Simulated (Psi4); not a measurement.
# CH5AlO (SMILES [CH3][AlH][OH]): CCSD(T)/pcseg-1

Aim: the vertical singlet–triplet gap of CH5AlO at CCSD(T)/pcseg-1, from 2 runs. 

Program for the calculation: Psi4 1.11.

7 further runs of the same task are left out: 7 that didn't finish. Runs told in other sessions of the task aren't counted.

### 1 The molecule

The species is CH5AlO (8 atoms), meant as a singlet with charge 0. SMILES: `[CH3][AlH][OH]`. Geometry: relaxed at PBE0-D4/def2-TZVP. This is one conformer, not always the lowest.

Bond lengths: C1–Al2 1.941 Å, Al2–O3 1.701 Å, C1–H4 1.095 Å, C1–H5 1.092 Å, C1–H6 1.095 Å, Al2–H7 1.589 Å, O3–H8 0.956 Å. Angles: C1–Al2–O3 117.6°, C1–Al2–H7 124.2°, O3–Al2–H7 118.3°, Al2–C1–H4 111.0°, Al2–C1–H5 111.9°, Al2–C1–H6 111.2°, Al2–O3–H8 122.5°, H4–C1–H5 107.9°, H4–C1–H6 106.4°, H5–C1–H6 108.2°.

### 2 The energy at CCSD(T)/pcseg-1

calc.inp reads:

```
memory 1.6 GB

molecule {
  0 1
  C     -0.777900     0.982200    -0.070900
  Al     0.579700    -0.394200    -0.239900
  O      0.544600    -1.676400     0.876800
  H     -0.325100     1.954500     0.149300
  H     -1.491400     0.755400     0.724300
  H     -1.335700     1.105000    -1.004800
  H      1.716800    -0.394500    -1.350200
  H      1.181200    -2.389100     0.859500
  symmetry c1
}

set {
  basis           pcseg-1
  puream          true
  scf_type        pk
  num_frozen_docc 7
}

e_tot, wfn = energy("ccsd(t)", return_wfn=True)
```

On the command line:

```console
$ psi4 -i calc.inp -o calc.out -n 1
```

calc.out:

```text
[...]
  Running in c1 symmetry.
[...]
  Nuclear repulsion =   98.976519589456259
[...]
  Multiplicity = 1
[...]
  Nalpha       = 16
  Nbeta        = 16
[...]
    Number of basis functions: 71
[...]
   @RHF iter   1:  -357.38035760466124   -9.64882e-01   8.79990e-03 DIIS/ADIIS
[...]
   @RHF iter  11:  -357.56068775356533   -5.11591e-13   2.59063e-09 DIIS
[...]
    Orbital Energies [Eh]
    ---------------------
    Doubly Occupied:
       1A    -58.438914     2A    -20.513689     3A    -11.185016
       4A     -4.878608     5A     -3.202535     6A     -3.200750
       7A     -3.199062     8A     -1.302352     9A     -0.921372
      10A     -0.677194    11A     -0.552381    12A     -0.541790
      13A     -0.534986    14A     -0.493329    15A     -0.477411
      16A     -0.411255
[...]
  @RHF Final Energy:  -357.56068775356533
   => Energetics <=
    Nuclear Repulsion Energy =             98.9765195894562595
    One-Electron Energy =                -692.0131249540220324
    Two-Electron Energy =                 235.4759176110003978
    Total Energy =                       -357.5606877535653325
[...]
 Multipole Moments:
 ------------------------------------------------------------------------------------
     Multipole            Electronic (a.u.)      Nuclear  (a.u.)        Total (a.u.)
 ------------------------------------------------------------------------------------
 L = 1.  Multiply by 2.5417464519 to convert [e a0] to [Debye]
 Dipole X            :          2.0072563           -1.6992621            0.3079942
 Dipole Y            :         -2.8769400            2.8690055           -0.0079344
 Dipole Z            :          0.4463639           -0.7373228           -0.2909589
 Magnitude           :                                                    0.4237693
[...]
      * MP2 total energy                      = -357.961061170712981
[...]
      * CCSD total energy                     = -357.989974421127954
[...]
      * CCSD(T) total energy                  = -357.998696023260322
[...]
```

Run time: 6 s. Hardware: 1 thread of Intel Xeon 6975P-C (Granite Rapids), shared host; peak memory 0.36 GiB.

### 3 The triplet

input.dat reads:

```
memory 1600 MB

molecule geom {
  0 3
  C     -0.777900     0.982200    -0.070900
  Al     0.579700    -0.394200    -0.239900
  O      0.544600    -1.676400     0.876800
  H     -0.325100     1.954500     0.149300
  H     -1.491400     0.755400     0.724300
  H     -1.335700     1.105000    -1.004800
  H      1.716800    -0.394500    -1.350200
  H      1.181200    -2.389100     0.859500
  symmetry c1
}

set {
  basis                   pcseg-1
  reference               uhf
  puream                  true
  scf_type                pk
  num_frozen_docc         7
  maxiter                 100
  soscf                   true
  soscf_start_convergence 0.001
}

energy('ccsd(t)')
print_variables()
```

On the command line:

```console
$ psi4 input.dat output.dat -n 1
```

output.dat:

```text
[...]
  Running in c1 symmetry.
[...]
  Nuclear repulsion =   98.976519589456259
[...]
  Multiplicity = 3
[...]
  Nalpha       = 17
  Nbeta        = 15
[...]
    Number of basis functions: 71
[...]
   @UHF iter   1:  -357.12720620461266   -7.11730e-01   8.78538e-03 ADIIS/DIIS
[...]
   @UHF iter  19:  -357.33449856815321   -2.10321e-12   6.88655e-09 SOSCF, nmicro=conv
[...]
   @S^2 Observed:                2.007953665E+00
[...]
    Orbital Energies [Eh]
    ---------------------
    Alpha Occupied:
       1A    -58.444050     2A    -20.480905     3A    -11.336760
       4A     -4.886244     5A     -3.213545     6A     -3.212758
       7A     -3.205916     8A     -1.276836     9A     -1.071893
      10A     -0.677905    11A     -0.663569    12A     -0.663225
      13A     -0.613401    14A     -0.518691    15A     -0.487701
      16A     -0.450754    17A     -0.152174
    Alpha Virtual:
      18A      0.071970    19A      0.116045    20A      0.147781
      21A      0.161979    22A      0.183760    23A      0.187570
      24A      0.260361    25A      0.264177    26A      0.290147
[...]
  @UHF Final Energy:  -357.33449856815321
   => Energetics <=
    Nuclear Repulsion Energy =             98.9765195894562595
    One-Electron Energy =                -690.9897581316602100
    Two-Electron Energy =                 234.6787399740506999
    Total Energy =                       -357.3344985681532080
  UHF NO Occupations:
  HONO-2 :   15  A 1.9983671
  HONO-1 :   16  A 1.0000000
  HONO-0 :   17  A 1.0000000
  LUNO+0 :   18  A 0.0016329
  LUNO+1 :   19  A 0.0011113
[...]
 Multipole Moments:
 ------------------------------------------------------------------------------------
     Multipole            Electronic (a.u.)      Nuclear  (a.u.)        Total (a.u.)
 ------------------------------------------------------------------------------------
 L = 1.  Multiply by 2.5417464519 to convert [e a0] to [Debye]
 Dipole X            :          0.6872054           -1.6992621           -1.0120567
 Dipole Y            :         -1.3371119            2.8690055            1.5318936
 Dipole Z            :          0.5839199           -0.7373228           -0.1534029
 Magnitude           :                                                    1.8424140
[...]
      * MP2 total energy                      = -357.715202119506614
[...]
      * CCSD total energy                     = -357.757912264797994
[...]
      * CCSD(T) total energy                     = -357.768482851481394
[...]
```

Wall time 27 s (1 thread of Intel Xeon 6975P-C (Granite Rapids), shared host); peak memory 0.38 GiB.

### 4 Results

Level: CCSD(T)/pcseg-1, 7 core orbitals frozen.

| quantity | value |
| --- | --- |
| singlet: total energy | -357.99870 Eh |
| singlet: HOMO energy (Hartree–Fock orbitals) | -11.19 eV |
| singlet: LUMO energy (Hartree–Fock orbitals) | 1.93 eV |
| singlet: HOMO–LUMO gap (Hartree–Fock orbitals) | 13.12 eV |
| singlet: correlation energy (7 core orbitals frozen) | -438.0 mEh |
| singlet: (T) correction | -8.72 mEh |
| singlet: T1 diagnostic | 0.012 |
| triplet: total energy | -357.76848 Eh |
| triplet: HOMO energy (Hartree–Fock orbitals) (highest over α and β) | -4.14 eV |
| triplet: LUMO energy (Hartree–Fock orbitals) (lowest over α and β) | -2.69 eV |
| triplet: correlation energy (7 core orbitals frozen) | -434.0 mEh |
| triplet: (T) correction | -10.57 mEh |
| triplet: ⟨S²⟩ of the reference determinant | 2.008 |
| triplet: T1 diagnostic | 0.101 |
| vertical energy of the triplet above the singlet | 6.264 eV |

In words: At this shape the triplet lies 6.26 eV (144 kcal/mol) above the singlet. The triples (singlet) make up 2.0 % of the correlation energy. The T1 diagnostic (triplet) of 0.101 is above the customary mark for such species, so a single reference may not serve. The triples (triplet) make up 2.4 % of the correlation energy.
